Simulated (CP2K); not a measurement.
# PH3 (phosphine) at GFN1-xTB

What is the energy change on altering one bond length of PH3 (phosphine) at GFN1-xTB? 

The results are computed with CP2K 2026.2.

5 further runs of the same task are left out: 3 that didn't finish, 2 set aside as unsound or not needed.

**1. The structure to begin with**

PH3: 4 atoms, total charge 0, spin state singlet. SMILES: `P`. The shape is that of a PBE0-D4/def2-TZVP optimisation.

Bond lengths: P1–H2 1.420 Å, P1–H3 1.420 Å, P1–H4 1.420 Å. Angles: H2–P1–H3 93.1°, H2–P1–H4 93.1°, H3–P1–H4 93.1°.

**2. The energy at GFN1-xTB**

File molecule.xyz:

```xyz
4

P      0.346000    -0.326500    -0.332800
H      0.630900    -0.034000     1.027000
H     -1.005500    -0.663000    -0.057200
H      0.028700     1.023500    -0.636900
```

File calc.inp:

```
&GLOBAL
  PROJECT calc
  RUN_TYPE ENERGY
  PRINT_LEVEL MEDIUM
&END GLOBAL
&FORCE_EVAL
  METHOD QUICKSTEP
  &DFT
    CHARGE 0
    MULTIPLICITY 1
    &QS
      METHOD XTB
      EPS_DEFAULT 1.0E-10
      &XTB
        GFN_TYPE 1
        CHECK_ATOMIC_CHARGES F
      &END XTB
    &END QS
    &POISSON
      PERIODIC NONE
      POISSON_SOLVER ANALYTIC
    &END POISSON
    &SCF
      SCF_GUESS ATOMIC
      EPS_SCF 1.0E-07
      MAX_SCF 80
      ADDED_MOS 2
      &DIAGONALIZATION
        ALGORITHM STANDARD
      &END DIAGONALIZATION
      &MIXING
        METHOD BROYDEN_MIXING
        ALPHA 0.2
        NBUFFER 8
      &END MIXING
      &SMEAR ON
        METHOD FERMI_DIRAC
        ELECTRONIC_TEMPERATURE [K] 300
      &END SMEAR
    &END SCF
    &PRINT
      &MOMENTS
        PERIODIC F
        REFERENCE COM
        MAX_MOMENT 1
      &END MOMENTS
      &MO ON
        ENERGIES T
        OCCUPATION_NUMBERS T
        NDIGITS 6
        &EACH
          QS_SCF 0
        &END EACH
        ADD_LAST NUMERIC
      &END MO
      &HIRSHFELD OFF
      &END HIRSHFELD
    &END PRINT
  &END DFT
  &SUBSYS
    &CELL
      ABC [angstrom] 9.6 9.7 9.7
      PERIODIC NONE
    &END CELL
    &TOPOLOGY
      COORD_FILE_NAME molecule.xyz
      COORD_FILE_FORMAT XYZ
      &CENTER_COORDINATES
      &END CENTER_COORDINATES
    &END TOPOLOGY
  &END SUBSYS
&END FORCE_EVAL
```

Started as:

```
$ OMP_NUM_THREADS=1 cp2k.psmp -i calc.inp -o calc.out
```

The log of the run:

```text
CP2K| version string:                                       CP2K version 2026.2
[...]
 GLOBAL| Method name                                                        CP2K
[...]
 GLOBAL| Run type                                                         ENERGY
[...]
                             - Atoms:                                          4
[...]
                             - Spherical basis functions:                     15
[...]
 Number of electrons:                                                          8
[...]
     1 NoMix/Diag. 0.20E+00    0.0     0.01248376        -4.2444258226 -4.24E+00
[...]
    13 Broy./Diag. 0.20E+00    0.0     0.00000003        -4.2444613035  5.94E-10
  *** SCF run converged in    13 steps ***
[...]
  Fermi energy:                                                -0.21120414938399
[...]
 TB_DIPOLE| Moment [Debye]         -0.08868089       0.08372743       0.08523240
 TB_DIPOLE| Derivative [a.u.]       0.00000000       0.00000000       0.00000000
[...]
 ENERGY| Total FORCE_EVAL ( QS ) energy [hartree]             -4.244461303510958
[...]
```

Wall time 0.78 s (1 thread of AMD EPYC 9R45 (Zen 5), shared host); peak memory 0.19 GiB.

**3. The distorted shape at the same level**

File molecule.xyz:

```xyz
4

P      0.504648    -1.001493    -0.180752
H      0.789548    -0.708993     1.179048
H     -0.846852    -1.337993     0.094848
H      0.028700     1.023500    -0.636900
```

File run.inp:

```
&FORCE_EVAL
 METHOD QUICKSTEP
 &DFT
  &QS
   METHOD XTB
   EPS_DEFAULT 1.0E-10
   &XTB
    GFN_TYPE 1
    CHECK_ATOMIC_CHARGES F
   &END XTB
  &END QS
  &POISSON
   PERIODIC NONE
   POISSON_SOLVER ANALYTIC
  &END POISSON
  &SCF
   SCF_GUESS ATOMIC
   EPS_SCF 1.0E-07
   MAX_SCF 80
   ADDED_MOS 2
   &DIAGONALIZATION
    ALGORITHM STANDARD
   &END DIAGONALIZATION
   &MIXING
    METHOD BROYDEN_MIXING
    ALPHA 0.2
    NBUFFER 8
   &END MIXING
   &SMEAR ON
    METHOD FERMI_DIRAC
    ELECTRONIC_TEMPERATURE [K] 300
   &END SMEAR
  &END SCF
  &PRINT
   &MOMENTS
    PERIODIC F
    REFERENCE COM
    MAX_MOMENT 1
   &END MOMENTS
   &MO ON
    ENERGIES T
    OCCUPATION_NUMBERS T
    NDIGITS 6
    &EACH
     QS_SCF 0
    &END EACH
    ADD_LAST NUMERIC
   &END MO
   &HIRSHFELD OFF
   &END HIRSHFELD
  &END PRINT
 &END DFT
 &SUBSYS
  &CELL
   ABC 9.6 10.4 9.8
   PERIODIC NONE
  &END CELL
  &TOPOLOGY
   COORD_FILE_NAME molecule.xyz
   COORD_FILE_FORMAT XYZ
   &CENTER_COORDINATES
   &END CENTER_COORDINATES
  &END TOPOLOGY
 &END SUBSYS
&END FORCE_EVAL
&GLOBAL
 PROJECT_NAME run
 RUN_TYPE ENERGY
 PRINT_LEVEL MEDIUM
&END GLOBAL
```

Started as:

```
$ OMP_NUM_THREADS=1 cp2k.psmp run.inp > run.out
```

The log of the run:

```text
CP2K| version string:                                       CP2K version 2026.2
[...]
 GLOBAL| Method name                                                        CP2K
[...]
 GLOBAL| Run type                                                         ENERGY
[...]
                             - Atoms:                                          4
[...]
                             - Spherical basis functions:                     15
[...]
 Number of electrons:                                                          8
[...]
     1 NoMix/Diag. 0.20E+00    0.0     0.95069454        -4.1437224897 -4.14E+00
[...]
    15 Broy./Diag. 0.20E+00    0.0     0.00000002        -4.1660154415  5.22E-09
  *** SCF run converged in    15 steps ***
[...]
  Fermi energy:                                                -0.32075164430811
[...]
 TB_DIPOLE| Moment [Debye]          0.02827362      -0.75952272       0.39782487
 TB_DIPOLE| Derivative [a.u.]       0.00000000       0.00000000       0.00000000
[...]
 ENERGY| Total FORCE_EVAL ( QS ) energy [hartree]             -4.166015441500413
[...]
```

Wall time 0.8 s (1 thread of AMD EPYC 9R45 (Zen 5), shared host); peak memory 0.19 GiB.

**4. What came out**

Level: GFN1-xTB.

| quantity | value |
| --- | --- |
| first shape: total energy | -4.24446 Eh |
| first shape: dipole moment (from atomic charges alone) | 0.15 D |
| first shape: HOMO energy | -11.72 eV |
| first shape: LUMO energy | -4.82 eV |
| first shape: HOMO–LUMO gap | 6.91 eV |
| first shape: dispersion energy | -1.34 kJ/mol |
| distorted shape: total energy | -4.16602 Eh |
| distorted shape: dipole moment (from atomic charges alone) | 0.86 D |
| distorted shape: HOMO energy | -11.71 eV |
| distorted shape: LUMO energy | -7.81 eV |
| distorted shape: HOMO–LUMO gap | 3.89 eV |
| distorted shape: dispersion energy | -1.68 kJ/mol |
| energy change with the P1–H4 bond stretched from 1.420 to 2.130 Å | 2.135 eV |

What this shows: One bond (distorted shape) is far stretched, which a spin-restricted single reference describes badly. With the P1–H4 bond stretched from 1.420 to 2.130 Å the energy rises by 2.13 eV (49 kcal/mol). The first shape isn't relaxed at this level, so the change isn't measured from a minimum. A restricted reference can't describe the breaking bond well at this length. The dipole (first shape) comes from point charges on the atoms alone, without atomic dipoles, so it is partial. The dipole (distorted shape) comes from point charges on the atoms alone, without atomic dipoles, so it is partial.
